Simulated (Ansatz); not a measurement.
Species: C$_{2}$H$_{5}$O, charge 0, doublet. C2H5O (SMILES C[CH]O, doublet).
B3LYP-D3(BJ)/def2-TZVP minimum from Ansatz (an electronic-structure program):
```
C
O 1 1.3741
H 2 0.9628 1 109.63
H 1 1.0856 2 116.67 3 -26.31
C 1 1.4793 4 121.35 2 148.14
H 5 1.0905 1 110.30 4 37.29
H 5 1.0936 6 108.40 1 -121.60
H 5 1.1007 6 107.78 7 -115.40
```
Charge 0, spin multiplicity 2.

Total energies in cc-pVDZ, 19 correlated electrons, 3 frozen orbitals. Open shells are spin-unrestricted; no spin-orbit coupling. Cores are frozen in correlated methods. No relativity.

```tsv
method	program	energy (Eh)	minus CCSDT(Q) (mEh)
HF	Ansatz	-153.46894	501.18
MP2	Ansatz	-153.91935	50.77
CCSD	Ansatz	-153.95631	13.81
CCSD(T)	Ansatz	-153.96836	1.75
CCSDT(Q)	Ansatz	-153.97012	0.00
```

Rough core times of Ansatz's runs on a shared machine: CCSD(T) under 20 s, CCSDT(Q) 30 min.
